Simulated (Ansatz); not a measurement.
# C2H3NO2: the cost of one run

All numbers below are computed with Ansatz 0.2.0 (RKS PBE-D4/def2-SVP).

## Step 1: The structure to begin with

Bond lengths: O1–C2 1.352 Å, C2–O3 1.383 Å, C2–C4 1.365 Å, C2–N5 1.515 Å, C4–N5 1.250 Å, O1–H6 1.018 Å, O3–H7 0.977 Å, C4–H8 1.095 Å. Angles: O1–C2–O3 117.5°, O1–C2–C4 123.5°, O1–C2–N5 114.2°, O3–C2–C4 117.8°, O3–C2–N5 112.1°, C4–C2–N5 51.1°, C2–O1–H6 110.7°, C2–O3–H7 112.1°, C2–C4–N5 70.7°, C2–C4–H8 138.0°, N5–C4–H8 150.7°, C2–N5–C4 58.2°.

Structure file:

```xyz
8

O    -0.5200    1.3704    0.3134
C     0.1075    0.1794    0.1881
O     1.4905    0.1803    0.2067
C    -0.5294   -1.0232    0.2942
N    -0.4480   -0.7033   -0.9111
H    -0.9585    1.6397   -0.5652
H     1.8703   -0.0303   -0.6684
H    -0.9203   -1.6700    1.0864
```

## Step 2: Relaxing end A

The input, input.yaml:

```yaml
crystal:
  periodic: [false, false, false]
  atoms:
    - { symbol: O, position_ang: [-0.52, 1.3704, 0.3134] }
    - { symbol: C, position_ang: [0.1075, 0.1794, 0.1881] }
    - { symbol: O, position_ang: [1.4905, 0.1803, 0.2067] }
    - { symbol: C, position_ang: [-0.5294, -1.0232, 0.2942] }
    - { symbol: "N", position_ang: [-0.448, -0.7033, -0.9111] }
    - { symbol: H, position_ang: [-0.9585, 1.6397, -0.5652] }
    - { symbol: H, position_ang: [1.8703, -0.0303, -0.6684] }
    - { symbol: H, position_ang: [-0.9203, -1.67, 1.0864] }
basis:
  gaussian: { orbitals: def2-SVP }
hamiltonian:
  xc: pbe
  dispersion: d4
relax:
  f_tol: 0.015
  max_steps: 40
```

On the command line:

```bash
$ ansatz run input.yaml --threads 1 --pin off --max-ram 2048MiB --backend cpu --events-out ev --progress --plain --runs-dir out
```

Q: Estimate wall time and peak memory on 1 thread of Arm Neoverse V1, shared host.

About 60 s, with a peak of 0.15 GiB.
